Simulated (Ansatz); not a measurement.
## Lattice parameter a of fcc Au: levels of theory against measurement

Reference value: 4.062 Å (measured, static lattice: zero-point anharmonic expansion removed; as tabulated in Mejia-Rodriguez and Trickey (2018), arXiv:1807.09216).

Q: Which of these levels comes closest to the reference?
(A) r²SCAN+rVV10 (Ansatz, a first-principles code)
(B) PBE0 (Ansatz)
(C) PBEsol-D3(BJ) (Ansatz)
(D) PBE (Ansatz)

A: C, PBEsol-D3(BJ) (Ansatz)

```csv
level (code),value (Å),error (%)
PBE (Ansatz),4.158,+2.36
PBEsol-D3(BJ) (Ansatz),4.037,-0.62
r²SCAN+rVV10 (Ansatz),4.100,+0.94
PBE0 (Ansatz),4.129,+1.65
```

Closest of the ranked levels: PBEsol-D3(BJ) (-0.62 %). Farthest off among them: PBE (+2.36 %). Within 2 %: PBEsol-D3(BJ), r²SCAN+rVV10, PBE0.

Density-functional levels without +SOC have no spin–orbit coupling. Cutoffs and k meshes differ between the levels. Ansatz's density-functional and Hartree–Fock values are scalar-relativistic unless marked +SOC, with PAW data made under PBE.

Differences are worked out from the printed values.
